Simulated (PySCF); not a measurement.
A structure optimised at PBE-D3(BJ)/def2-TZVPD, used in a PySCF frequency run:

```xyz
2

N      0.0000     0.0000    -0.5514
N      0.0000     0.0000     0.5514
```

Q: Write its SMILES, formula and point group.

A: N#N, N2, D∞h

Q: What are its rotational constants (standard atomic weights)?

A: 59.338 GHz (linear rotor, B only)
